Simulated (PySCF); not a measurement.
## Where the electron goes

Compound: hexatriene, C₆H₈.
Structure used (PBE0-D3(BJ)/def2-TZVP), in Å, numbered top down from 1:
```
atom  x, y, z in Å
C1    -2.9205    1.1785   -0.2486
C2    -1.8813    0.4749    0.2049
C3    -0.5203    0.6632   -0.2305
C4     0.5203   -0.0508    0.2283
C5     1.8818    0.1354   -0.2059
C6     2.9195   -0.5706    0.2480
H7    -3.9254    0.9976    0.1115
H8    -2.7930    1.9567   -0.9943
H9    -2.0471   -0.2971    0.9534
H10   -0.3428    1.4369   -0.9755
H11    0.3418   -0.8239    0.9738
H12    2.0498    0.9074   -0.9538
H13    2.7895   -1.3487    0.9932
H14    3.9259   -0.3937   -0.1099
```

Level of theory: PySCF 2.14.0, density-fitted response routines, TDDFT CAM-B3LYP/aug-cc-pVTZ, vertical, gas phase, core orbitals frozen in the response. Isolated species at its PBE0-D3(BJ)/def2-TZVP geometry (one conformer only).

Frontier orbitals with the atoms that hold most of them (Löwdin shares over 4%, at most four atoms; ? is withheld):

```
orbital  ε (eV)                              atoms
 HOMO-3  -11.39     C4 22%, C3 22%, C5 14%, C2 14%
 HOMO-2  -11.25     C4 14%, C3 14%, C5 13%, C2 13%
 HOMO-1   -9.79                                  ?
   HOMO   -7.41                                  ?
   LUMO       ?     C6 17%, C1 17%, C3 14%, C4 14%
 LUMO+1    0.35   H14 14%, H7 14%, H13 13%, H8 13%
 LUMO+2    0.46  H12 12%, H9 12%, H10 11%, H11 11%
```

Task: Which atoms hold the HOMO-1, and with what shares?

Result: C5 (bonded to 2 C and H) 20%; C2 (bonded to 2 C and H) 20%; C1 (bonded to C and 2 H) 17%; C6 (bonded to C and 2 H) 17%.

Task: Which atoms hold the HOMO, and with what shares?

Result: C3 (bonded to 2 C and H) 16%; C4 (bonded to 2 C and H) 16%; C6 (bonded to C and 2 H) 16%; C1 (bonded to C and 2 H) 16%.

Task: What is the LUMO energy, and the HOMO–LUMO gap?

Result: ε(LUMO) = -0.42 eV; the gap is 6.99 eV (0.2569 hartree).

Task: How does S1 compare with the orbital gap of 6.99 eV?

Result: S1 is at 4.87 eV (f = 1.116), 2.12 eV below the gap, made of HOMO→LUMO (98%). Without the coupling terms of the response equations the lowest excitation would equal the gap.

Task: One configuration dominates each of S1 and S2. Which, and how do the shares of the two leading atoms of either orbital change from the occupied to the empty one?

Result: 
- S1 (4.87 eV, f 1.116), HOMO→LUMO (98%): C3 16% → 14%, C4 16% → 14%, C6 16% → 17%, C1 16% → 17%
- S2 (5.60 eV, f 0.011), HOMO→LUMO+1 (87%): C3 16% → at most 13%, C4 16% → at most 13%, H14 at most 16% → 14%, H7 at most 16% → 14%
